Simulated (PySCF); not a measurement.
## C5H4: calculation and literature

Geometry:
```tsv
atom	x (Å)	y (Å)	z (Å)
C1	2.261	2.047	0.923
C2	1.404	1.268	0.588
C3	0.434	0.388	0.210
C4	-0.424	-0.393	-0.124
C5	-1.451	-1.327	-0.525
H6	3.018	2.734	1.218
H7	-2.446	-0.931	-0.301
H8	-1.399	-1.526	-1.598
H9	-1.339	-2.278	0.003
```

What is known from experiment: δ ¹³C C2 68.8; C1 64.7 ppm (measured; solution, not stated per compound (mostly CDCl3 or CCl4); Pretsch, Buehlmann, Badertscher, Structure Determination of Organic Compounds, 4th ed. (2009)).

Equivalent nuclei averaged, relativity neglected, gas phase, single conformer. PBE0-D3(BJ)/def2-TZVP structure; σ from GIAO-B97-2/pcSseg-2; PySCF 2.14.

Task: What does the calculation give, and how does it compare?

Result: 
Reference values: measured (solution, not stated per compound (mostly CDCl3 or CCl4); Pretsch, Buehlmann, Badertscher, Structure Determination of Organic Compounds, 4th ed. (2009)).
```csv
atoms,quantity,reference,computed,"computed, scaled"
C2,δ ¹³C,68.8,72.9,68.3
C1,δ ¹³C,64.7,66.6,62.3
```

Computed shifts are σ(ref) − σ with the named reference compound (TMS for H and C) calculated as an isolated molecule at the same level. The measured values may be among those fitted. Expected solution values come from regression of measured δ (H and C: mostly CDCl3, vs TMS) on computed σ: ¹³C (scatter 2.0 ppm rms, 2.1 ppm with the 1 outlier that the fit left out). Occasional misses reach two or three times the rms, and more in compound classes unlike the fitted ones.

Task: How far are the unscaled ¹³C shifts from the references?

Result: Mean signed difference +3.00 ppm, mean absolute 3.00 ppm over 2 comparisons; the largest is +4.1 ppm at C2 (alkyne carbon).
